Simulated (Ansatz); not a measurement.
Born–Oppenheimer molecular dynamics of C2H6 + H2S (11 atoms, charge 0, multiplicity 1). It goes on from the last frame of an earlier run, with new velocities.

Method: RKS PBE-D4/STO-3G in Ansatz 0.2.0.

- ensemble: NVT, Nosé–Hoover chain
- time step: 0.5 fs
- steps asked: 250
- set temperature: 400 K
- thermostat: time constant 20 fs, chain length 5
- seed: 976125

First frame:

```xyz
11
Properties=species:S:1:pos:R:3
S 0.542 -0.068 -2.827
H -0.828 -0.401 -2.572
H 0.229 1.252 -2.437
C -0.349 -0.649 0.986
C 0.868 0.372 0.606
H -1.050 -0.782 0.143
H -0.021 -1.688 1.300
H -1.020 -0.254 1.727
H 1.567 0.718 1.532
H 0.316 1.255 0.141
H 1.542 -0.023 -0.181
```

Problem. What does the run give?

Solution. The run went to its last step.

| Property | Result |
| --- | --- |
| steps done | 250 |
| time covered | 125 fs |
| mean temperature over the second half | 430 K |
| spread of the potential energy over the second half | 7.9 meV per atom |
| mean potential energy of the second half above the start | -22.5 meV per atom |

The conserved energy stayed within 0.56 meV per atom of its start (net change -0.4 meV per atom), so the integration is sound. A run of 0.12 ps of so small a system gives no equilibrium averages. Limits of this set-up: minimal basis.

Problem. What happens to the structure?

Solution. The same pairs are bonded in the first frame and the last. Pairs count as bonded within 1.25 times the sum of covalent radii (0.12 Å more for H–H). The details hang on the random start.

Problem. How do temperature and energy run in time?

Solution. 
| time (fs) | T (K) | potential energy less start (eV) | conserved less start (meV/atom) |
| --- | --- | --- | --- |
| 0.0 | 400 | 0.000 | 0.00 |
| 4.0 | 419 | -0.028 | -0.09 |
| 8.0 | 633 | -0.297 | -0.31 |
| 12.0 | 583 | -0.278 | -0.29 |
| 16.0 | 477 | -0.218 | -0.26 |
| 20.0 | 414 | -0.212 | -0.27 |
| 24.0 | 431 | -0.296 | -0.29 |
| 28.0 | 344 | -0.262 | -0.22 |
| 32.0 | 320 | -0.277 | -0.35 |
| 36.0 | 406 | -0.402 | -0.49 |
| 40.0 | 333 | -0.329 | -0.37 |
| 44.0 | 277 | -0.268 | -0.30 |
| 48.0 | 299 | -0.290 | -0.28 |
| 52.0 | 333 | -0.322 | -0.31 |
| 56.0 | 391 | -0.380 | -0.49 |
| 60.0 | 355 | -0.327 | -0.50 |
| 64.0 | 285 | -0.229 | -0.26 |
| 68.0 | 296 | -0.216 | -0.11 |
| 72.0 | 395 | -0.303 | -0.29 |
| 76.0 | 467 | -0.363 | -0.53 |
| 80.0 | 373 | -0.227 | -0.40 |
| 84.0 | 426 | -0.262 | -0.26 |
| 88.0 | 495 | -0.305 | -0.13 |
| 92.0 | 316 | -0.075 | -0.04 |
| 96.0 | 462 | -0.233 | -0.45 |
| 100.0 | 599 | -0.375 | -0.55 |
| 104.0 | 472 | -0.211 | -0.17 |
| 108.0 | 425 | -0.149 | 0.00 |
| 112.0 | 403 | -0.133 | -0.12 |
| 116.0 | 520 | -0.290 | -0.39 |
| 120.0 | 511 | -0.321 | -0.43 |
| 124.0 | 398 | -0.240 | -0.33 |

The run took 3.9 min on 1 thread of Arm Neoverse V1 (shared host), peak memory 0.078 GiB.
